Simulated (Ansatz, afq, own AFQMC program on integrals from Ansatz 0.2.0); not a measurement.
# Where AFQMC and coupled cluster stand for TiCl, sextet

```xyz
2

Ti    0.0000    0.0000    0.0000
Cl    0.0000    0.0000    3.2806
```

Basis def2-TZVP. Noble-gas cores (and the filled d shells of Ga–Kr and In–Xe) are frozen. Integrals, coupled cluster, full CI and functionals: Ansatz 0.2.0; the random walks run on the same integrals in our own AFQMC program. ph-AFQMC/CISD is guided by a CISD state made of CCSD amplitudes; releasing the constraint for a short imaginary time cuts its bias at the price of noise, slowly where states lie close. Free projection: walkers drawn from exp(T), propagated without any constraint. Its projection time is finite, and what remains of the start isn't in its error. ± is one standard error of the sampling. The metal's outer-core s and p shells are frozen, which shifts wave-function levels against functionals.

Determinant: ROHF, the one that the program's search chose, which needn't be the lowest solution. The geometry is a PBE0/def2-TZVP stationary point of this or a neighbouring charge and spin state.

No full CI on the walks' own integrals is used here; CCSDT(Q) serves as the reference and is uncertain by about the last step of the cluster series.

Cautions: no relativity below Rb; outer-core shells of the metal frozen; lower spins were not checked; the released energies are still falling, so no released level is given (meV from the phaseless value at times in 1/Eh: -17 ± 7 at 0.24, -21 ± 3 at 0.50, -22 ± 4 at 1.00, -33 ± 7 at 1.50), though the last usable value meets CCSDT(Q) within the noise; CCSDT(Q) on the UHF determinant differs (67 meV lower), by its state or its frozen core.

* T1 diagnostic: 0.0170
* weight of the determinant in the CISD state: 0.902
* size of the correlated space: 11 electrons in 68 orbitals

Reference: CCSDT(Q), correlation energy -6.261 eV.

```json
{"level": "HF", "E − E(reference) (kJ/mol)": "604.1", "share of correlation (%)": "0.00"}
{"level": "MP2", "E − E(reference) (kJ/mol)": "101.3", "share of correlation (%)": "83.23"}
{"level": "CCSD", "E − E(reference) (kJ/mol)": "21.3", "share of correlation (%)": "96.47"}
{"level": "CCSD(T)", "E − E(reference) (kJ/mol)": "3.2", "share of correlation (%)": "99.46"}
{"level": "CCSDT", "E − E(reference) (kJ/mol)": "0.6", "share of correlation (%)": "99.91"}
{"level": "ph-AFQMC/HF", "E − E(reference) (kJ/mol)": "19.3 ± 2.4", "share of correlation (%)": "96.80"}
{"level": "ph-AFQMC/CISD", "E − E(reference) (kJ/mol)": "3.2 ± 0.3", "share of correlation (%)": "99.46"}
{"level": "free AFQMC", "E − E(reference) (kJ/mol)": "0.6 ± 0.2", "share of correlation (%)": "99.90"}
```

Free projections are given only where their last times agree within the noise and don't stop above the reference; a slow remainder of the start can still hide under it. A walk keeps the symmetry of its determinant, which the program's search chose and which needn't be the lowest solution, so a lower state of the same spin and another symmetry isn't excluded.
